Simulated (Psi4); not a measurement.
**B3LYP/6-31G(d) (spherical functions) run of CCl4 (carbon tetrachloride)**

What is the energy change on altering one bond length of CCl4 (carbon tetrachloride) at B3LYP/6-31G* (spherical functions)? 

The calculation is run with Psi4 1.11.

10 further runs of the same task are left out: 7 that didn't finish, 3 set aside as unsound or not needed.

**1. The structure to begin with**

The species is CCl4 (5 atoms), meant as a singlet with charge 0. SMILES: `ClC(Cl)(Cl)Cl`. The coordinates come from a PBE0-D4/def2-TZVP relaxation.

Bond lengths: Cl1–C2 1.763 Å, C2–Cl3 1.763 Å, C2–Cl4 1.763 Å, C2–Cl5 1.763 Å. Angles: Cl1–C2–Cl3 109.5°, Cl1–C2–Cl4 109.5°, Cl1–C2–Cl5 109.5°, Cl3–C2–Cl4 109.5°, Cl3–C2–Cl5 109.5°, Cl4–C2–Cl5 109.5°.

**2. Energy and gradient at B3LYP/6-31G(d) (spherical functions)**

ccl4.xyz reads:

```xyz
5
CCl4
Cl    -0.668000     0.146960     1.624600
C     -0.000030     0.000120    -0.000100
Cl     1.442040    -1.012680     0.047270
Cl    -1.198720    -0.733970    -1.063930
Cl     0.424690     1.599560    -0.607850
```

job.py reads:

```python
import psi4

psi4.set_memory('2200 MB')
psi4.set_num_threads(1)
psi4.set_output_file('run.log', False)

with open('ccl4.xyz') as f:
    atoms = ''.join(f.readlines()[2:])
molecule = psi4.geometry('0 1\n' + atoms + 'symmetry c1')

psi4.set_options({
    'basis': '6-31G*',
    'puream': True,
    'e_convergence': 1e-09,
    'd_convergence': 1e-08,
    'scf_type': 'pk',
    'dft_radial_points': 99,
    'dft_spherical_points': 590,
})

e = psi4.gradient("B3LYP")
print('gradient / Eh bohr^-1')
print(e.np.round(6))
```

Run with:

```console
$ python job.py
```

run.log:

```text
[...]
  Running in c1 symmetry.
[...]
  Nuclear repulsion =  441.227559781951811
[...]
  Multiplicity = 1
[...]
  Nalpha       = 37
  Nbeta        = 37
[...]
    Number of basis functions: 86
[...]
   @RKS iter   1: -1878.80219623105199    2.05027e-01   2.98420e-03 DIIS/ADIIS
[...]
   @RKS iter   9: -1878.83847476728124   -3.41061e-12   1.72214e-09 DIIS
[...]
    Orbital Energies [Eh]
    ---------------------
    Doubly Occupied:
       1A   -101.564425     2A   -101.564414     3A   -101.564403
       4A   -101.564377     5A    -10.422677     6A     -9.497950
       7A     -9.497942     8A     -9.497932     9A     -9.497856
      10A     -7.262083    11A     -7.262051    12A     -7.262041
      13A     -7.262033    14A     -7.250453    15A     -7.250453
      16A     -7.250448    17A     -7.250447    18A     -7.250436
      19A     -7.250435    20A     -7.250429    21A     -7.250429
      22A     -0.996982    23A     -0.864206    24A     -0.864195
      25A     -0.864180    26A     -0.636397    27A     -0.512363
      28A     -0.512352    29A     -0.512342    30A     -0.382091
      31A     -0.382090    32A     -0.357553    33A     -0.357532
      34A     -0.357520    35A     -0.322427    36A     -0.322418
[...]
  @RKS Final Energy: -1878.83847476728124
   => Energetics <=
    Nuclear Repulsion Energy =            441.2275597819518111
    One-Electron Energy =               -3471.7065599575607848
    Two-Electron Energy =                1247.0839460098404743
    DFT Exchange-Correlation Energy =     -95.4434206015126847
    Empirical Dispersion Energy =           0.0000000000000000
    VV10 Nonlocal Energy =                  0.0000000000000000
    Total Energy =                      -1878.8384747672812409
[...]
 Multipole Moments:
 ------------------------------------------------------------------------------------
     Multipole            Electronic (a.u.)      Nuclear  (a.u.)        Total (a.u.)
 ------------------------------------------------------------------------------------
 L = 1.  Multiply by 2.5417464519 to convert [e a0] to [Debye]
 Dipole X            :         -0.0001031           -0.0000094           -0.0001125
 Dipole Y            :         -0.0000030            0.0000441            0.0000412
 Dipole Z            :         -0.0000194           -0.0000354           -0.0000548
 Magnitude           :                                                    0.0001317
[...]
  -Total Gradient:
     Atom            X                  Y                   Z
    ------   -----------------  -----------------  -----------------
       1        0.006101552668    -0.001379722736    -0.014805947681
       2       -0.000017801996     0.000012349410    -0.000016150646
       3       -0.013151127487     0.009199078150    -0.000402787664
       4        0.010907664985     0.006644414416     0.009703564076
       5       -0.003834836263    -0.014480309784     0.005517152324
[...]
```

On the terminal:

```text
gradient / Eh bohr^-1
[[ 6.1020e-03 -1.3800e-03 -1.4806e-02]
 [-1.8000e-05  1.2000e-05 -1.6000e-05]
 [-1.3151e-02  9.1990e-03 -4.0300e-04]
 [ 1.0908e-02  6.6440e-03  9.7040e-03]
 [-3.8350e-03 -1.4480e-02  5.5170e-03]]
```

Wall time 36 s (1 thread of Intel Xeon at 2.50GHz (Skylake/Cascade Lake), shared host); peak memory 0.83 GiB.

**3. The distorted shape: a single-point energy at B3LYP/6-31G(d) (spherical functions)**

job.json reads:

```json
{
 "schema_name": "qcschema_input",
 "schema_version": 1,
 "molecule": {
  "schema_name": "qcschema_molecule",
  "schema_version": 2,
  "symbols": ["Cl", "C", "Cl", "Cl", "Cl"],
  "geometry": [-1.89349802, 0.41646162, 4.6052191, -5.669e-05, 0.00022677, -0.00018897, 2.72506066, -1.91368785, 0.08932735, -2.2652525, -1.38700228, -2.01053632, 0.80254779, 3.02273032, -1.14867002],
  "molecular_charge": 0,
  "molecular_multiplicity": 1,
  "fix_symmetry": "c1"
 },
 "driver": "energy",
 "model": {
  "method": "b3lyp",
  "basis": "6-31G*"
 },
 "keywords": {
  "puream": true,
  "e_convergence": 1e-09,
  "d_convergence": 1e-08,
  "scf_type": "pk",
  "dft_radial_points": 99,
  "dft_spherical_points": 590,
  "scf_properties": ["MAYER_INDICES", "LOWDIN_CHARGES", "QUADRUPOLE"]
 }
}
```

Run with:

```console
$ psi4 --qcschema job.json -n 1 --memory 2200MB
```

stdout:

```text
[...]
  Running in c1 symmetry.
[...]
  Nuclear repulsion =  397.887615950744532
[...]
  Multiplicity = 1
[...]
  Nalpha       = 37
  Nbeta        = 37
[...]
    Number of basis functions: 86
[...]
   @RKS iter   1: -1878.64279797182326   -8.09513e-02   4.59614e-03 ADIIS/DIIS
[...]
   @RKS iter  12: -1878.77079011468118   -1.09139e-11   9.44653e-09 DIIS
[...]
    Orbital Energies [Eh]
    ---------------------
    Doubly Occupied:
       1A   -101.596716     2A   -101.596708     3A   -101.596683
       4A   -101.515739     5A    -10.444069     6A     -9.529025
       7A     -9.529016     8A     -9.528951     9A     -9.442440
      10A     -7.293112    11A     -7.293086    12A     -7.293074
      13A     -7.282218    14A     -7.282214    15A     -7.282201
      16A     -7.281140    17A     -7.281135    18A     -7.281123
      19A     -7.206870    20A     -7.195824    21A     -7.195824
      22A     -0.990917    23A     -0.886048    24A     -0.886029
      25A     -0.766416    26A     -0.653809    27A     -0.519866
      28A     -0.519850    29A     -0.472513    30A     -0.394753
      31A     -0.394734    32A     -0.363473    33A     -0.363455
      34A     -0.346343    35A     -0.318223    36A     -0.293305
[...]
  @RKS Final Energy: -1878.77079011468118
   => Energetics <=
    Nuclear Repulsion Energy =            397.8876159507445323
    One-Electron Energy =               -3384.7474856003173045
    Two-Electron Energy =                1203.3868601510826011
    DFT Exchange-Correlation Energy =     -95.2977806161909342
    Empirical Dispersion Energy =           0.0000000000000000
    VV10 Nonlocal Energy =                  0.0000000000000000
    Total Energy =                      -1878.7707901146811764
[...]
 Multipole Moments:
 ------------------------------------------------------------------------------------
     Multipole            Electronic (a.u.)      Nuclear  (a.u.)        Total (a.u.)
 ------------------------------------------------------------------------------------
 L = 1.  Multiply by 2.5417464519 to convert [e a0] to [Debye]
 Dipole X            :          0.5220636            0.0241486            0.5462122
 Dipole Y            :         -0.1149758           -0.0052665           -0.1202423
 Dipole Z            :         -1.2699341           -0.0587949           -1.3287290
 Magnitude           :                                                    1.4416403
 L = 2.  Multiply by 1.3450342976 to convert [e a0^2] to [Debye ang]
 Quadrupole XX       :       -324.3389862          283.8188462          -40.5201400
 Quadrupole XY       :          7.2161352           -7.0651151            0.1510201
[...]
```

The result, in JSON:

```text
{
 "driver": "energy",
 "model": {
  "method": "b3lyp",
  "basis": "6-31G*"
 },
 "success": true,
 "return_result": -1878.7707901146812,
 "properties": {
  "calcinfo_nbasis": 86,
  "calcinfo_nmo": 86,
  "calcinfo_nalpha": 37,
  "calcinfo_nbeta": 37,
  "calcinfo_natom": 5,
  "nuclear_repulsion_energy": 397.88761595074453,
  "return_energy": -1878.7707901146812,
  "scf_one_electron_energy": -3384.7474856003173,
  "scf_two_electron_energy": 1203.3868601510826,
  "scf_xc_energy": -95.29778061619093,
  "scf_dipole_moment": [0.5462122284750133, -0.12024228749447463, -1.3287290363795279],
  "scf_total_energy": -1878.7707901146812,
  "scf_iterations": 12
 }
}
```

Run time: 20 s. Hardware: 1 thread of Intel Xeon at 2.50GHz (Skylake/Cascade Lake), shared host; peak memory 0.81 GiB.

**4. Results**

At B3LYP/6-31G* (spherical functions):

| quantity | value |
| --- | --- |
| first shape: total energy | -1878.83847 Eh |
| first shape: dipole moment | 0.00 D |
| first shape: HOMO energy | -8.77 eV |
| first shape: LUMO energy | -1.72 eV |
| first shape: HOMO–LUMO gap | 7.05 eV |
| first shape: largest force on an atom | 0.827 eV/Å |
| distorted shape: total energy | -1878.77079 Eh |
| distorted shape: dipole moment | 3.66 D |
| distorted shape: HOMO energy | -7.98 eV |
| distorted shape: LUMO energy | -5.20 eV |
| distorted shape: HOMO–LUMO gap | 2.79 eV |
| energy change with the Cl1–C2 bond stretched from 1.763 to 2.644 Å | 1.842 eV |

**Reading.** One bond (distorted shape) is far stretched, which a spin-restricted single reference describes badly; a broken-symmetry solution may lie lower. With the Cl1–C2 bond stretched from 1.763 to 2.644 Å the energy rises by 1.84 eV (178 kJ/mol). The first shape isn't relaxed at this level, so the change isn't measured from a minimum. A restricted reference can't describe the breaking bond well at this length. The largest force (first shape) is 0.83 eV/Å: the shape isn't a stationary point for this species at this level.
